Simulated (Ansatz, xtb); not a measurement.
**Relative energy of two isomers of C2H3Mg**

Structure X is `C=[C][MgH]`, a doublet and structure Y is `C=[CH][Mg]`, a doublet. Both are isolated molecules in the gas phase, relaxed with PBE0-D3(BJ)/def2-SVP.

Quicker runs give these differences E(Y) − E(X): GFN2-xTB −0.775 eV; HF/STO-3G 0.000 eV (at GFN2-xTB geometries); r2SCAN-D4/def2-SVP −1.525 eV (at GFN2-xTB geometries).

Task: Estimate E(Y) − E(X) at the level CCSD(T)/def2-TZVP.

Result: Calculated at CCSD(T)/def2-TZVP: E(Y) − E(X) = −1.124 eV, so structure Y lies lower.

The same difference at several levels:

```csv
level,geometry,E(Y) − E(X) (eV),departure from the last row (eV),"job, with rough time for the two"
GFN2-xTB,GFN2-xTB,−0.775,+0.350,"optimisation, 0.096 s"
HF/STO-3G,GFN2-xTB,0.000,+1.124,"single point, 0.28 s"
r2SCAN-D4/def2-SVP,GFN2-xTB,−1.525,−0.401,"single point, 6.6 s"
PBE0-D3(BJ)/def2-SVP,PBE0-D3(BJ)/def2-SVP,−1.176,−0.052,"optimisation, 64 s"
HF/def2-TZVP,PBE0-D3(BJ)/def2-SVP,−0.833,+0.291,part of the CCSD(T) run
MP2/def2-TZVP,PBE0-D3(BJ)/def2-SVP,−1.442,−0.318,part of the CCSD(T) run
CCSD(T)/def2-TZVP,PBE0-D3(BJ)/def2-SVP,−1.124,,"single point, 1.9 min"
```

As drawn, Y has 1 C–H in place of 1 Mg–H.

HF/STO-3G finds them nearly level. The largest departure from CCSD(T)/def2-TZVP is that of HF/STO-3G, 1.124 eV.

With harmonic frequencies from PBE0-D3(BJ)/def2-SVP (ideal gas, rigid rotor, one conformer each, 400 K, 1 atm): the zero-point term adds +0.209 eV; ΔH is −0.952 and ΔG −0.927 eV.

Open shells are spin-unrestricted, with notable spin contamination under HF/STO-3G, HF/def2-TZVP, MP2/def2-TZVP, CCSD(T)/def2-TZVP. The correlated steps freeze 3 core orbitals; the last core shell of Mg is correlated, in a basis made for valence electrons. Programs: Ansatz 0.2.0, xtb 6.7.1; the last row on 1 thread of Arm Neoverse V1 on a shared host.
